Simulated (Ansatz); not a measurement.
We consider diamond-structure Si, described by PBE (Ansatz, a quantum-chemistry and plane-wave program, plane waves, PAW).

Numerical settings: plane-wave cutoff 520 eV, 12×12×12 k mesh, perturbation theory, force constants from a 4×4×4 q mesh, scalar-relativistic PAW data made under PBE.

Quasi-harmonic isothermal bulk modulus against temperature at zero pressure (zero-point motion included); the last value is withheld.

| T (K) | isothermal bulk modulus (GPa) |
|---|---|
| 300 | 85.6 |
| 400 | 84.8 |
| 500 | 83.9 |
| 600 | 82.9 |
| 700 | 82.0 |
| 800 | ? |

Task: Fit a straight line to the rows shown and predict the value at 800 K.

Result: Means: 500 K and 83.84 GPa. Σ(T − T̄)(y − ȳ) = -910.0 and Σ(T − T̄)² = 100000, so the slope is -0.0091 GPa/K. At 800 K: 83.84 + (-0.0091) × 300 = 81.1 GPa. The run gives 81.1 GPa.

Anharmonicity beyond the change of volume is left out.
